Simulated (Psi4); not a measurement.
**C3H3 (cyclopropenyl radical): UBLYP/def2-SVPD**

What is the energy change on altering one bond length of C3H3 (cyclopropenyl radical) at UBLYP/def2-SVPD? 

Program for the calculation: Psi4 1.11.

## 1. The molecule

C3H3: 6 atoms, total charge 0, spin state doublet. SMILES: `[CH]1C=C1`. The shape is that of a PBE0-D4/def2-TZVP optimisation.

Bond lengths: C1–C2 1.451 Å, C1–C3 1.451 Å, C2–C3 1.307 Å, C1–H4 1.090 Å, C2–H5 1.077 Å, C3–H6 1.077 Å. Angles: C1–C2–C3 63.2°, C2–C1–C3 53.5°, C1–C3–C2 63.2°, C1–C2–H5 148.3°, C3–C2–H5 148.5°, C2–C1–H4 129.6°, C3–C1–H4 129.6°, C1–C3–H6 148.3°, C2–C3–H6 148.5°.

## 2. Energy and gradient at UBLYP/def2-SVPD

input.in

```
memory 2200 MB

molecule geom {
  0 2
  C
  C 1 R2
  C 2 R3 1 A3
  H 1 R4 2 A4 3 D4
  H 2 R5 3 A5 1 D5
  H 3 R6 2 A6 5 D6

  R2 = 1.451222
  R3 = 1.306988
  A3 = 63.2386
  R4 = 1.089921
  A4 = 129.60569
  D4 = 114.66435
  R5 = 1.077274
  A5 = 148.46888
  D5 = -179.09497
  R6 = 1.077263
  A6 = 148.47327
  D6 = -0.00513
  symmetry c1
  no_reorient
  no_com
}

set {
  basis                def2-SVPD
  reference            uks
  puream               true
  e_convergence        1e-09
  d_convergence        1e-08
  scf_type             pk
  dft_radial_points    99
  dft_spherical_points 590
  maxiter              100
}

E, wfn = gradient('blyp', return_wfn=True)
print_variables()
```

On the command line:

```sh
$ psi4 -n 1 input.in input.out
```

input.out:

```text
[...]
  Running in c1 symmetry.
[...]
  Nuclear repulsion =   58.270541114478419
[...]
  Multiplicity = 2
[...]
  Nalpha       = 11
  Nbeta        = 10
[...]
    Number of basis functions: 84
[...]
   @UKS iter   1:  -115.49839433679685    6.93282e-02   8.66523e-03 ADIIS/DIIS
[...]
   @UKS iter  13:  -115.82074307267986   -5.40012e-13   3.34501e-09 DIIS
[...]
   @S^2 Observed:                7.522293925E-01
[...]
    Orbital Energies [Eh]
    ---------------------
    Alpha Occupied:
       1A     -9.961254     2A     -9.960401     3A     -9.938758
       4A     -0.811276     5A     -0.518979     6A     -0.515300
       7A     -0.456937     8A     -0.350964     9A     -0.300541
      10A     -0.278434    11A     -0.124727
    Alpha Virtual:
      12A     -0.052956    13A      0.022272    14A      0.030653
      15A      0.040273    16A      0.087823    17A      0.113821
      18A      0.115110    19A      0.141216    20A      0.141915
      21A      0.185767    22A      0.189043    23A      0.206215
      24A      0.214208    25A      0.224049    26A      0.247055
[...]
  @UKS Final Energy:  -115.82074307267986
   => Energetics <=
    Nuclear Repulsion Energy =             58.2705411144784193
    One-Electron Energy =                -269.5522709515863653
    Two-Electron Energy =                 112.6906351593629552
    DFT Exchange-Correlation Energy =     -17.2296483949348733
    Empirical Dispersion Energy =           0.0000000000000000
    VV10 Nonlocal Energy =                  0.0000000000000000
    Total Energy =                       -115.8207430726798606
[...]
 Multipole Moments:
 ------------------------------------------------------------------------------------
     Multipole            Electronic (a.u.)      Nuclear  (a.u.)        Total (a.u.)
 ------------------------------------------------------------------------------------
 L = 1.  Multiply by 2.5417464519 to convert [e a0] to [Debye]
 Dipole X            :          0.4000882           -0.6445389           -0.2444507
 Dipole Y            :         -0.1055262           -0.1356568           -0.2411830
 Dipole Z            :          0.2092848            0.2689854            0.4782702
 Magnitude           :                                                    0.5887850
[...]
  -Total Gradient:
     Atom            X                  Y                   Z
    ------   -----------------  -----------------  -----------------
       1       -0.006805081841    -0.006535547582     0.012969973442
       2       -0.000012644938    -0.017009465798    -0.014993763738
       3       -0.000014614775     0.022151894644     0.004776963413
       4        0.007329263002    -0.003869933442     0.007673893717
       5       -0.000248895510    -0.005680554232    -0.009402433803
       6       -0.000248286678     0.010943452177    -0.001024326598
[...]
```

Run time: 30 s. Hardware: 1 thread of Intel Xeon Platinum 8259CL at 2.50GHz (Skylake/Cascade Lake), shared host; peak memory 1.1 GiB.

## 3. The distorted shape, same level

job.json

```json
{
 "schema_name": "qcschema_input",
 "schema_version": 1,
 "molecule": {
  "schema_name": "qcschema_molecule",
  "schema_version": 2,
  "symbols": ["C", "C", "C", "H", "H", "H"],
  "geometry": [0.25868083, -1.43660004, -0.34210468, 2.60583406, -0.02280144, -0.45556384, 1.82155992, -0.69801948, 1.78701195, -3.18269564, -0.37894678, -1.22726373, 4.01532408, 0.90503519, -1.5943128, 2.12898057, -0.71908992, 3.79928681],
  "molecular_charge": 0,
  "molecular_multiplicity": 2,
  "fix_symmetry": "c1"
 },
 "driver": "gradient",
 "model": {
  "method": "blyp",
  "basis": "def2-SVPD"
 },
 "keywords": {
  "reference": "uks",
  "puream": true,
  "e_convergence": 1e-09,
  "d_convergence": 1e-08,
  "scf_type": "pk",
  "dft_radial_points": 99,
  "dft_spherical_points": 590,
  "maxiter": 100,
  "scf_properties": ["DIPOLE", "QUADRUPOLE", "MAYER_INDICES"]
 }
}
```

On the command line:

```sh
$ psi4 --qcschema job.json -n 1 --memory 2200MB
```

stdout (excerpt; [...] marks lines left out):

```text
[...]
  Running in c1 symmetry.
[...]
  Nuclear repulsion =   56.210196771162771
[...]
  Multiplicity = 2
[...]
  Nalpha       = 11
  Nbeta        = 10
[...]
    Number of basis functions: 84
[...]
   @UKS iter   1:  -115.28195518020050    1.25858e-01   9.52300e-03 DIIS/ADIIS
[...]
   @UKS iter  14:  -115.73896958655526   -2.07052e-11   5.75149e-09 DIIS
[...]
   @S^2 Observed:                7.750325344E-01
[...]
  @UKS Final Energy:  -115.73896958655526
   => Energetics <=
    Nuclear Repulsion Energy =             56.2101967711627708
    One-Electron Energy =                -265.0999863687744664
    Two-Electron Energy =                 110.2512750518464202
    DFT Exchange-Correlation Energy =     -17.1004550407899778
    Empirical Dispersion Energy =           0.0000000000000000
    VV10 Nonlocal Energy =                  0.0000000000000000
    Total Energy =                       -115.7389695865552568
[...]
 Multipole Moments:
 ------------------------------------------------------------------------------------
     Multipole            Electronic (a.u.)      Nuclear  (a.u.)        Total (a.u.)
 ------------------------------------------------------------------------------------
 L = 1.  Multiply by 2.5417464519 to convert [e a0] to [Debye]
 Dipole X            :          1.9710887           -0.7892042            1.1818845
 Dipole Y            :         -0.4603874            0.8990194            0.4386320
 Dipole Z            :          0.5507652           -0.0053239            0.5454413
 Magnitude           :                                                    1.3735920
 L = 2.  Multiply by 1.3450342976 to convert [e a0^2] to [Debye ang]
 Quadrupole XX       :        -62.5331740           45.8741498          -16.6590242
 Quadrupole XY       :        -12.5912507           12.5025608           -0.0886900
[...]
  -Total Gradient:
     Atom            X                  Y                   Z
    ------   -----------------  -----------------  -----------------
       1        0.011609063455    -0.008260055105     0.001563659980
       2        0.003668010379    -0.002984587725     0.028985015926
       3        0.020174102253     0.011225631199    -0.018150209955
       4       -0.026577053939     0.005146749922    -0.007745521211
       5       -0.007893774884    -0.005539534722     0.007562711384
       6       -0.000980799720     0.000411638122    -0.012215861524
[...]
```

The result, in JSON:

```text
{
 "driver": "gradient",
 "model": {
  "method": "blyp",
  "basis": "def2-SVPD"
 },
 "success": true,
 "return_result": [0.011609063454819102, -0.008260055104788777, 0.0015636599804939866, 0.0036680103790675406, -0.002984587725457191, 0.028985015925690805, 0.02017410225270949, 0.011225631198634631, -0.018150209954743507, -0.0265770539385541, 0.00514674992231581, -0.007745521211363529, -0.007893774883789811, -0.005539534721896028, 0.007562711383923809, -0.0009807997200906027, 0.0004116381216313454, -0.012215861523547533],
 "properties": {
  "calcinfo_nbasis": 84,
  "calcinfo_nmo": 84,
  "calcinfo_nalpha": 11,
  "calcinfo_nbeta": 10,
  "calcinfo_natom": 6,
  "nuclear_repulsion_energy": 56.21019677116277,
  "return_energy": -115.73896958655526,
  "return_gradient": [0.011609063454819102, -0.008260055104788777, 0.0015636599804939866, 0.0036680103790675406, -0.002984587725457191, 0.028985015925690805, 0.02017410225270949, 0.011225631198634631, -0.018150209954743507, -0.0265770539385541, 0.00514674992231581, -0.007745521211363529, -0.007893774883789811, -0.005539534721896028, 0.007562711383923809, -0.0009807997200906027, 0.0004116381216313454, -0.012215861523547533],
  "scf_one_electron_energy": -265.09998636877447,
  "scf_two_electron_energy": 110.25127505184642,
  "scf_xc_energy": -17.100455040789978,
  "scf_dipole_moment": [1.1818844503348886, 0.4386320113672453, 0.5454412564632667],
  "scf_total_energy": -115.73896958655526,
  "scf_total_gradient": [0.011609063454819102, -0.008260055104788777, 0.0015636599804939866, 0.0036680103790675406, -0.002984587725457191, 0.028985015925690805, 0.02017410225270949, 0.011225631198634631, -0.018150209954743507, -0.0265770539385541, 0.00514674992231581, -0.007745521211363529, -0.007893774883789811, -0.005539534721896028, 0.007562711383923809, -0.0009807997200906027, 0.0004116381216313454, -0.012215861523547533],
  "scf_iterations": 14
 }
}
```

Wall time 32 s (1 thread of Intel Xeon Platinum 8259CL at 2.50GHz (Skylake/Cascade Lake), shared host); peak memory 1.1 GiB.

## 4. Summary of results

At UBLYP/def2-SVPD:

| quantity | value |
| --- | --- |
| first shape: total energy | -115.82074 Eh |
| first shape: dipole moment | 1.50 D |
| first shape: HOMO energy (highest over α and β) | -3.39 eV |
| first shape: LUMO energy (lowest over α and β) | -1.76 eV |
| first shape: ⟨S²⟩ | 0.752 |
| first shape: largest force on an atom | 1.166 eV/Å |
| distorted shape: total energy | -115.73897 Eh |
| distorted shape: dipole moment | 3.49 D |
| distorted shape: HOMO energy (highest over α and β) | -4.43 eV |
| distorted shape: LUMO energy (lowest over α and β) | -2.67 eV |
| distorted shape: ⟨S²⟩ | 0.775 |
| distorted shape: largest force on an atom | 1.510 eV/Å |
| energy change with the C1–H4 bond stretched from 1.090 to 1.962 Å | 2.225 eV |

What this shows: With the C1–H4 bond stretched from 1.090 to 1.962 Å the energy rises by 2.23 eV (51 kcal/mol). The first shape isn't relaxed at this level, so the change isn't measured from a minimum. The largest force (first shape) is 1.17 eV/Å: the shape isn't a stationary point for this species at this level.
